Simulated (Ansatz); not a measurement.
## Zinc-blende GaP: TA phonon frequency at L by level of theory

No measured value is used here.

```tsv
level (code)	value (cm⁻¹)	cell (Å³/atom)
LDA (Ansatz)	79	19.59
PBE (Ansatz)	80	20.87
r²SCAN (Ansatz)	84	20.25
B3LYP (VWN-RPA form) (Ansatz)	89	21.15
PBE0 (Ansatz)	85	20.35
r²SCAN0 (Ansatz)	87	20.05
Hartree–Fock (Ansatz)	100	21.35
```

Each level is taken at its own relaxed cell. Cutoffs and k meshes differ between the levels. Ansatz's density-functional and Hartree–Fock values are scalar-relativistic unless marked +SOC, with PAW data made under PBE.

Ansatz is a quantum-chemistry and plane-wave program.
